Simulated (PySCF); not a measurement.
**SiH2SF (SMILES F[SiH2][S]) at UHF/STO-3G**

What is the vertical ionisation energy of SiH2SF at UHF/STO-3G? The job is set up through a Python script.

The results are computed with PySCF 2.14.0.

### 1 The system as given

SiH2SF: 5 atoms, total charge 0, spin state doublet. SMILES: `F[SiH2][S]`. The coordinates come from a PBE0-D4/def2-TZVP relaxation.

Bond lengths: F1–Si2 1.596 Å, Si2–S3 2.099 Å, Si2–H4 1.482 Å, Si2–H5 1.482 Å. Angles: F1–Si2–S3 114.0°, F1–Si2–H4 107.4°, F1–Si2–H5 107.4°, S3–Si2–H4 107.4°, S3–Si2–H5 107.4°, H4–Si2–H5 113.3°.

### 2 The energy at UHF/STO-3G

Contents of mol.xyz:

```xyz
5

F     -0.324300    -0.023300     1.585400
Si     0.086000    -0.081000     0.044500
S     -1.148000     1.061300    -1.211000
H     -0.023500    -1.493100    -0.391000
H      1.459700     0.462600    -0.069300
```

Contents of job.py:

```python
from pyscf import gto, scf

mol = gto.M(
    atom='mol.xyz',
    max_memory=1860,
    verbose=3,
    charge=0,
    basis='sto-3g',
    spin=1,
)

mf = scf.UHF(mol)
mf.conv_tol = 1e-10
mf.kernel()
if not mf.converged:
    mf = mf.newton().run(mf.mo_coeff, mf.mo_occ)

e_final = mf.e_tot
print('Final energy', e_final)
```

Run with:

```console
$ OMP_NUM_THREADS=1 python job.py
```

Output:

```text
converged SCF energy = -777.990052101613  <S^2> = 0.75334165  2S+1 = 2.0033389
Final energy -777.9900521016127
```

Run time: 0.54 s. Hardware: 1 thread of Arm Neoverse V2, shared host; peak memory 0.099 GiB.

### 3 The singlet cation, same level

Contents of input.xyz:

```xyz
5
FH2SSi
F     -0.324300    -0.023300     1.585400
Si     0.086000    -0.081000     0.044500
S     -1.148000     1.061300    -1.211000
H     -0.023500    -1.493100    -0.391000
H      1.459700     0.462600    -0.069300
```

Contents of calc.py:

```python
from pyscf import gto, scf

molecule = gto.M(
    atom='input.xyz',
    charge=1,
    verbose=3,
    basis='sto-3g',
    max_memory=1860,
)

hf = scf.RHF(molecule)
hf.conv_tol = 1e-10
hf.kernel()
if not hf.converged:
    hf = hf.newton().run(hf.mo_coeff, hf.mo_occ)

etot = hf.e_tot
print(f'total energy: {etot:.8f} hartree')
```

Run with:

```console
$ OMP_NUM_THREADS=1 python calc.py
```

Output:

```text
converged SCF energy = -777.69320509979
total energy: -777.69320510 hartree
```

Wall time 0.52 s (1 thread of Arm Neoverse V2, shared host); peak memory 0.099 GiB.

### 4 Results

At UHF/STO-3G:

```
                                          quantity          value
                      doublet SiH2SF: total energy  -777.99005 Eh
                     doublet SiH2SF: dipole moment         0.94 D
doublet SiH2SF: HOMO energy (highest over α and β)       -6.63 eV
 doublet SiH2SF: LUMO energy (lowest over α and β)        5.63 eV
                              doublet SiH2SF: ⟨S²⟩          0.753
                      singlet cation: total energy  -777.69321 Eh
                       singlet cation: HOMO energy      -16.96 eV
                       singlet cation: LUMO energy       -7.00 eV
                     singlet cation: HOMO–LUMO gap        9.97 eV
vertical ionisation energy (to the singlet cation)       8.078 eV
```

In words: Removing an electron at fixed nuclei costs 8.08 eV (779 kJ/mol). Only the singlet of the ionised species was computed; a triplet could lie lower. In a minimal basis such a difference can be off by several eV, whatever the method.
